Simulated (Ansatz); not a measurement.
## Where the states of In2O lie

```
O In
1.0
     0.00000    3.20627    3.20627
     3.20627    0.00000    3.20627
     3.20627    3.20627    0.00000
O In
1 2
Direct
  0.00000 0.00000 0.00000
  0.25000 0.25000 0.25000
  0.75000 0.75000 0.75000
```

The cell was built from the fluorite type and relaxed in the same program, and has space group Fm-3m; it needn't be a known or the stable phase.

Spin–orbit coupling is left out, though it moves levels of the heavy atoms by tenths of an eV or more.

These are results of DFT, PBE, all-electron LAPW, scalar-relativistic in Ansatz 0.2.0, not measurements.

Numerical set-up: a Γ-centred 10×10×10 k mesh, Fermi–Dirac smearing of 0.03 eV, basis error target 0.5 meV/atom, no spin polarisation.

States per eV and cell, averaged over 0.4 eV, from -7.0 to 4.0 eV, with energies (bin centres) from the Fermi level; empty bins are left out. 

```
E (eV)  total
  -6.9   0.11
  -6.5   1.35
  -6.1   2.09
  -5.7   1.32
  -5.3   0.22
  -4.9   1.09
  -4.5   1.25
  -4.1   0.92
  -3.7   0.92
  -3.3   2.10
  -2.9   2.51
  -2.5   1.80
  -2.1   1.60
  -1.7   1.80
  -1.3   1.10
  -0.9   0.86
  -0.5   2.39
  -0.1   1.68
   0.3   0.77
   0.7   1.06
   1.1   1.11
   1.5   1.15
   1.9   1.75
   2.3   2.29
   2.7   2.18
   3.1   1.21
   3.5   1.01
   3.9   1.57
```
